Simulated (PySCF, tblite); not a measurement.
Isomers of C4H9S (doublet state). Computed with GFN2-xTB (tblite): harmonic, unscaled wavenumbers at the GFN2-xTB geometry, gas phase. The method is semi-empirical: single wavenumbers can be off by several per cent or more. Modes of hydrogen on sulfur can be 10 to 20 % off. One conformer each. Open shells enter through the occupations alone, without spin polarisation, and single modes of such species can be off by tens of per cent.

Electronic energies: B3LYP/pcH-1 single points on the GFN2-xTB geometries (PySCF, gas phase).

```csv
SMILES,"electronic energy, lowest = 0 (kJ/mol)"
[CH2][C@@H](S)CC,35.5
CC[C](C)S,0.0
C[CH]SCC,12.4
```

**Question.** How do GFN2-xTB zero-point energies change the relative energies?

**Answer.** 
```csv
SMILES,ZPE (kJ/mol),of it from modes above 1550 cm⁻¹,electronic (kJ/mol),"with ZPE, lowest = 0 (kJ/mol)",lowest mode (cm⁻¹),rings
CC[C](C)S,303.7,157.2,0.0,0.0,67,0
C[CH]SCC,307.2,162.2,12.4,15.9,30,0
[CH2][C@@H](S)CC,300.4,160.2,35.5,32.1,98,0
```

The zero-point energies span 6.8 kJ/mol, from `[CH2][C@@H](S)CC` to `C[CH]SCC`. The order is unchanged.

**Question.** And how do the electronic energies of GFN2-xTB itself compare?

**Answer.** `CC[C](C)S` 0.0; `C[CH]SCC` 26.8; `[CH2][C@@H](S)CC` 45.8 kJ/mol, lowest = 0. Against the energies above, taken from the same isomer `CC[C](C)S`, the largest difference is 14.4 kJ/mol.

**Question.** What do entropy and thermal enthalpy add at 298.15 K and 1 bar (rigid rotor, harmonic oscillator, one conformer each)?

**Answer.** 
```tsv
SMILES	point group	symmetry number	S (J/(mol K))	H − H(0) (kJ/mol)	ZPE + H − H(0) − TS (kJ/mol)
CC[C](C)S	C1	1	361.0	22.49	218.5
C[CH]SCC	C1	1	370.7	22.87	219.6
[CH2][C@@H](S)CC	C1	1	354.4	22.41	217.1
```

S holds R ln(2S + 1) for the spin.
